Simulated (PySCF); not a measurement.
**Orbital energies, ionisation energy and electron affinity**

Species: BH2F.
SMILES with atom numbers: `[BH2:1][F:2]` (hydrogens: H3, H4 on B1)

Geometry (PBE0-D3(BJ)/def2-SVP, Å), atoms numbered from 1 in this order:
```
atom  x, y, z in Å
B1    -0.0402    0.0103   -0.2195
F2     1.2260   -0.2170   -0.4976
H3    -0.5366    1.0277   -0.6448
H4    -0.6287   -0.8113    0.4446
```

Level: CAM-B3LYP/def2-SVPD (PySCF). Frontier orbitals with their largest atomic shares (Löwdin; up to four atoms above 4 %):

```
orbital  ε (eV)                          main atoms
 HOMO−3  -15.39    F2 74 %, B1 17 %, H3 4 %, H4 4 %
 HOMO−2  -14.95                    F2 88 %, B1 11 %
 HOMO−1  -14.30  B1 40 %, H4 20 %, H3 20 %, F2 20 %
   HOMO  -10.88                                   ?
   LUMO   -0.11  B1 56 %, F2 19 %, H4 12 %, H3 12 %
 LUMO+1    1.27     B1 83 %, F2 9 %, H4 4 %, H3 4 %
 LUMO+2    2.75  B1 39 %, F2 25 %, H4 18 %, H3 18 %
```

Problem. What vertical ionisation energy does ΔSCF give, and how far is −ε(HOMO) from it?

Solution. ΔSCF: 12.59 eV (1215 kJ/mol; threshold wavelength 98.5 nm); ⟨S²⟩ of the doublet left behind is 0.758, against 0.75 for a pure doublet. −ε(HOMO) is 10.88 eV, 1.71 eV below it. For the exact functional −ε(HOMO) would equal the first vertical ionisation energy; CAM-B3LYP (range-separated hybrid) falls short of its own ΔSCF value by 14 %. Holes in the HOMO−1 and HOMO−2 were tried too where these lie within 1.2 eV of the HOMO; the lowest converged state counts.

Problem. On which atoms does the HOMO lie?

Solution. B1 (three-coordinate boron) 36 %, F2 (boron-bound fluorine) 24 %, H3 (B–H hydrogen) 20 %, H4 (B–H hydrogen) 20 %, so no atom holds as much as 40 %. The HOMO−1 lies 3.42 eV lower.

Problem. And the vertical electron affinity, the fundamental gap, Mulliken's electronegativity and the hardness (with the factor ½)?

Solution. EA = -1.04 eV by ΔSCF (−ε(LUMO) = 0.11 eV); a negative value means that the added electron isn't bound at this geometry and level, and the number then depends on the basis. IE − EA = 13.63 eV against an orbital gap of 10.77 eV; (IE + EA)/2 = 5.78 eV; (IE − EA)/2 = 6.81 eV. Parr's electrophilicity index (IE + EA)²/[8(IE − EA)] is 1.22 eV.

Problem. What total energies stand behind the ΔSCF value?

Solution. E(N) = -125.79198 Eh and E(N − 1) = -125.32932 Eh at the same geometry, 0.46266 Eh apart. With one more electron, E(N + 1) = -125.75358 Eh.

Problem. The lowest singlet excitation (vertical TDDFT, same level) lies at 6.02 eV. How far is it below IE − EA?

Solution. IE − EA = 13.63 eV, so by 7.61 eV.

Problem. Shift the occupied levels rigidly so that −ε(HOMO) equals the ΔSCF value. What binding energies result?

Solution. The shift is +1.71 eV: HOMO 12.59, HOMO−1 16.01, HOMO−2 16.66, HOMO−3 17.10 eV. A rigid shift is only a rough guide to the deeper ionisations.

Geometry: PBE0-D3(BJ)/def2-SVP; no solvent, vibrations or thermal averaging.
